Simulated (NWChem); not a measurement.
System: SiH2, singlet; SMILES [SiH2]

```xyz
3

Si     0.0000     0.0000     0.1338
H      1.0934     0.0000    -0.9369
H     -1.0934     0.0000    -0.9369
```
Atoms are numbered in this order, from 1.

Computed with NWChem. Low-valent species are run as closed-shell singlets; no triplet was tried in these runs. Geometry: optimised at B3LYP/6-31G* (spherical d). Total energies compare along this basis series because the functional is fixed.

| level | basis functions | energy (Ha) | highest occupied level (eV) | orbital gap (eV) | dipole (D) | relative time |
|---|---|---|---|---|---|---|
| CAM-B3LYP/cc-pVDZ | 28 | -290.6073 | -8.07 | 6.18 | 0.22 | 1 |
| CAM-B3LYP/aug-cc-pVDZ | 45 | -290.6089 | -8.16 | 6.11 | 0.15 | 2 |
| CAM-B3LYP/cc-pVTZ | 62 | -290.6219 | -8.16 | 6.19 | 0.11 | 5 |
| CAM-B3LYP/aug-cc-pVTZ | 96 | -290.6223 | -8.18 | 6.14 | 0.11 | 10 |
| CAM-B3LYP/cc-pVQZ | 119 | -290.6262 | -8.17 | 6.16 | 0.10 | 40 |

The last column is a rough cost ratio, cheapest run = 1.
